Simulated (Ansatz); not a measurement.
# Telling isomers of CH3Si apart by their spectra

These gas-phase data were calculated for one isomer of CH3Si at PBE0-D3(BJ)/def2-SVP (harmonic, unscaled wavenumbers; equilibrium rotational constants with average atomic masses):

- rotational constants: 159.9, 15.65, 14.26 GHz
- all wavenumbers above 1500 cm⁻¹: 3368, 2273, 2263
- dipole moment: 0.75 D (PBE0/def2-TZVPD)

Candidates:

(1) `[CH]=[SiH2]`, a doublet
(2) `C=[SiH]`, a doublet

Problem. Which structure fits?

Solution. Candidate (1). 2 modes lie between 2000 and 2380 cm⁻¹, one for each Si–H bond, while (2) has 1.

The same quantities for all candidates:

```
     rotational constants (GHz)  wavenumbers above 1500 cm⁻¹  dipole (D)  E above the lowest, PBE0-D3(BJ)/def2-SVP (kcal/mol)
(1)         159.9, 15.65, 14.26             3368, 2273, 2263        0.75                                                 21.0
(2)           156, 15.41, 14.03             3271, 3152, 2161        0.65                                                  0.0
```

Harmonic stretches to hydrogen usually lie a few per cent above observed fundamentals. Each candidate is one conformer. Open shells are spin-unrestricted. Programs: Ansatz 0.2.0.
